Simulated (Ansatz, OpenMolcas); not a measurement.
# OpenMolcas → Ansatz

This OpenMolcas 26.06 job computes AlH (SMILES [AlH]):

calc.inp:
```
&GATEWAY
  BASLIB=$CurrDir
  COORD
  2
  angstrom
  Al       0.000000       0.000000      -0.857990
  H        0.000000       0.000000       1.639110
  BASIS=3-21G
  GROUP=NoSym

&SEWARD

&SCF
  THRESHOLDS=1e-10 1e-07 1e-07 1e-05
  PRORBITALS=1 1

&RASSCF
  FILEORB=$Project.ScfOrb
  SPIN=1
  NACTEL=0 0 0
  INACTIVE=7
  RAS2=0
  OUTORBITALS=Canonical
  ORBLISTING=Nothing

&MOTRA
  JOBIPH
  FROZEN=5

&CCSDT
  CCT
  TRIPLES=2
  ITERATIONS=80
  ACCURACY=1e-08
  EXTRAPOLATION=5 4
```

```bash
$ export MOLCAS_MEM=1860
$ pymolcas calc.inp > calc.log
```

(Basis files named in the input come from the Basis Set Exchange and aren't shown.)

The Al1–H2 distance was set to 2.497 Å, away from the relaxed value.

A bond is far stretched, where a restricted reference may be unsound.

It gives a total energy of -241.131144 Eh.

Question: Translate the job to Ansatz 0.2.0 as an input file of the program's own.

Answer: For example:

run.yaml:
```yaml
crystal:
  periodic: [false, false, false]
  atoms:
    - {symbol: Al, position_ang: [-0.000000, 0.000000, -0.857990]}
    - {symbol: H, position_ang: [0.000000, -0.000000, 1.639110]}
basis:
  gaussian: {orbitals: 3-21G.json}
correlation: {method: ccsd_t, frozen_orbitals: {Al: 5, H: 0}}
accuracy: high
scf: {omitted_lower_state_checks: [cluster_reference, increment]}
```

```bash
$ ansatz run run.yaml --threads 1 --pin off --max-ram 3480MiB --events-out events.jsonl --progress --plain --runs-dir runs
```

(Basis files named in the input come from the Basis Set Exchange and aren't shown.)

Its energy is -241.131144 Eh, 0.000 mEh from the first.
